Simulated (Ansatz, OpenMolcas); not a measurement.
**The same job for Ansatz**

This OpenMolcas 26.06 job computes C2H6Si (vinylsilane):

calc.input:
```
* C2H6Si Kohn-Sham DFT

&gateway
 baslib = $CurrDir
 basisset
 C.6-311pGss....
 C1 -0.713700 0.870200 -1.048300 angstrom
 C2 -0.071300 0.712500 0.105600 angstrom
 End of Basis
 basisset
 Si.6-311pGss....
 Si3 0.560600 -0.932000 0.700100 angstrom
 End of Basis
 basisset
 H.6-311pGss....
 H4 -0.905700 0.033000 -1.713900 angstrom
 H5 -1.076700 1.838600 -1.381500 angstrom
 H6 0.089400 1.592000 0.727600 angstrom
 H7 2.035800 -0.893900 0.893800 angstrom
 H8 0.223400 -1.972400 -0.307300 angstrom
 H9 -0.053200 -1.294300 2.006700 angstrom
 End of Basis

&seward
 gridinput
 Grid=UltraFine
 End of Grid

&scf
 ksdft = HYB_GGA_XC_BHANDHLYP
 thresholds = 1e-10 1e-07 1e-07 1e-05
 prorbitals = 1 1

&alaska
```

```bash
$ export MOLCAS_MEM=1860
$ pymolcas calc.input > calc.log
```

(Basis files named in the input come from the Basis Set Exchange and aren't shown.)

The coordinates come from a PBE0-D4/def2-TZVP relaxation.

It gives a total energy of -369.254919 Eh.

**Question.** Write the same calculation for Ansatz 0.2.0 as an input file of the program's own, asking for the energy.

**Answer.** One way, which was run:

molecule.yaml:
```yaml
crystal:
  periodic: [false, false, false]
  atoms:
    - {symbol: C, position_ang: [-0.713700, 0.870200, -1.048300]}
    - {symbol: C, position_ang: [-0.071300, 0.712500, 0.105600]}
    - {symbol: Si, position_ang: [0.560600, -0.932000, 0.700100]}
    - {symbol: H, position_ang: [-0.905700, 0.033000, -1.713900]}
    - {symbol: H, position_ang: [-1.076700, 1.838600, -1.381500]}
    - {symbol: H, position_ang: [0.089400, 1.592000, 0.727600]}
    - {symbol: H, position_ang: [2.035800, -0.893900, 0.893800]}
    - {symbol: H, position_ang: [0.223400, -1.972400, -0.307300]}
    - {symbol: H, position_ang: [-0.053200, -1.294300, 2.006700]}
basis:
  gaussian: {orbitals: 6-311+G_st__st_-spherical.json}
hamiltonian: {xc: {name: BHLYP}}
accuracy: high
output: {orbitals: {seedname: orbitals}}
```

```bash
$ ansatz run molecule.yaml --threads 1 --pin off --max-ram 3480MiB --events-out events.jsonl --progress --plain --runs-dir runs
```

(Basis files named in the input come from the Basis Set Exchange and aren't shown.)

Its energy is -369.254919 Eh, the same as the first but for the last digit, at most.
